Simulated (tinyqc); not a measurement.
Inside a calculation. Method: Pariser-Parr-Pople SCF with singles CI, for the molecule C=CC=C[CH2+] (SMILES; centres numbered as the heavy atoms are written). One step of it, computed by the program tinyqc.

Task: Iteration 2: Fock matrix. F_rr = H_rr + P_rr gamma_rr / 2 + sum_(s != r) P_ss gamma_rs; F_rs = H_rs - P_rs gamma_rs / 2; E = tr P (H + F) / 2 + core repulsion sum_(r<s) z_r z_s gamma_rs.

P after iteration 1, order 1C, 2C, 3C, 4C, 5C:
$$\begin{pmatrix}
0.446223 & 0.706451 & 0.291199 & -0.239194 & -0.228577 \\
0.706451 & 1.164169 & 0.625164 & -0.161031 & -0.239194 \\
0.291199 & 0.625164 & 0.779215 & 0.625164 & 0.291199 \\
-0.239194 & -0.161031 & 0.625164 & 1.164169 & 0.706451 \\
-0.228577 & -0.239194 & 0.291199 & 0.706451 & 0.446223
\end{pmatrix}$$

core matrix H (eV), order 1C, 2C, 3C, 4C, 5C:
$$\begin{pmatrix}
-29.111049 & -2.390000 & 0.000000 & 0.000000 & 0.000000 \\
-2.390000 & -33.680482 & -2.390000 & 0.000000 & 0.000000 \\
0.000000 & -2.390000 & -35.222158 & -2.390000 & 0.000000 \\
0.000000 & 0.000000 & -2.390000 & -33.680482 & -2.390000 \\
0.000000 & 0.000000 & 0.000000 & -2.390000 & -29.111049
\end{pmatrix}$$

repulsion gamma_rs (eV), order 1C, 2C, 3C, 4C, 5C:
$$\begin{pmatrix}
10.740000 & 7.427060 & 5.196622 & 3.655701 & 2.861666 \\
7.427060 & 10.740000 & 7.429457 & 5.198264 & 3.655701 \\
5.196622 & 7.429457 & 10.740000 & 7.429457 & 5.196622 \\
3.655701 & 5.198264 & 7.429457 & 10.740000 & 7.427060 \\
2.861666 & 3.655701 & 5.196622 & 7.427060 & 10.740000
\end{pmatrix}$$

Centres (angstrom, eV; a flat drawing with bonds scaled to 1.40 angstrom):
```
centre          x          y  core charge z         W   gamma_rr
1C      -2.425000  -0.280000              1  9.970000  10.740000
2C      -1.212000   0.420000              1  9.970000  10.740000
3C       0.000000  -0.280000              1  9.970000  10.740000
4C       1.212000   0.420000              1  9.970000  10.740000
5C       2.425000  -0.280000              1  9.970000  10.740000
```

Give: F; pi energy.

Result:

F (eV), order 1C, 2C, 3C, 4C, 5C:
$$\begin{pmatrix}
-8.4864 & -5.0134 & -0.7566 & 0.4372 & 0.3271 \\
-5.0134 & -10.6427 & -4.7123 & 0.4185 & 0.4372 \\
-0.7566 & -4.7123 & -9.1018 & -4.7123 & -0.7566 \\
0.4372 & 0.4185 & -4.7123 & -10.6427 & -5.0134 \\
0.3271 & 0.4372 & -0.7566 & -5.0134 & -8.4864
\end{pmatrix}$$

pi energy = -50.3004 eV
